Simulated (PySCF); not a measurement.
Process, species as SMILES: N=C=O + 4 [H][H] (H2) → C (CH4) + N (NH3) + O (H2O)
B3LYP-D3(BJ)/def2-TZVP geometries, fixed; electronic energies without zero-point terms.

Effect of the auxiliary basis of density fitting at HF/aug-cc-pVTZ with PySCF, against the last row, where the energy of full hydrogenation is -81.53 kcal/mol.

```csv
setting,"fitting functions, largest species",largest shift of a total energy (mEh),shift of the energy of full hydrogenation (kcal/mol)
density fitting: autoaux,545,0.012,-0.007
density fitting: def2-universal-jkfit,147,0.077,-0.032
density fitting: cc-pvtz-jkfit,199,0.134,-0.078
density fitting: cc-pvqz-jkfit,310,0.010,-0.004
density fitting: none,-,0.000,0.000
```

Within 0.05 kcal/mol in the energy of full hydrogenation: density fitting: autoaux; density fitting: def2-universal-jkfit; density fitting: cc-pvqz-jkfit. The largest shift is 0.134 mEh in a total energy and 0.078 kcal/mol in the difference.
